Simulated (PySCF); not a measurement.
C₃: PBE0 against B3LYP

Base calculation in PySCF with density fitting and no spin–orbit coupling, PBE0/def2-TZVP (no relativity): singlet, D∞h, C–C 1.288 Å (×2); wavenumbers 86 (×2), 1250, 2158 cm⁻¹; gap between the highest occupied and lowest empty levels 5.04 eV, polar-tensor charge of C -0.67 e, atomisation energy (no zero-point energy) 1351 kJ/mol.

Problem. What changes on going to B3LYP/def2-TZVP (no relativity)?

Solution. The point group stays the same. Changes: mean bond to C -0.001 Å, highest wavenumber -11 cm⁻¹, lowest wavenumber +39 cm⁻¹, gap between the highest occupied and lowest empty levels -0.43 eV, polar-tensor charge of C +0.03 e, atomisation energy (no zero-point energy) -11 kJ/mol. The new structure has C–C 1.287 Å (×2), with wavenumbers 125 (×2), 1243, 2147 cm⁻¹.

The structures come from searches over a few start shapes, so lower isomers are not excluded.
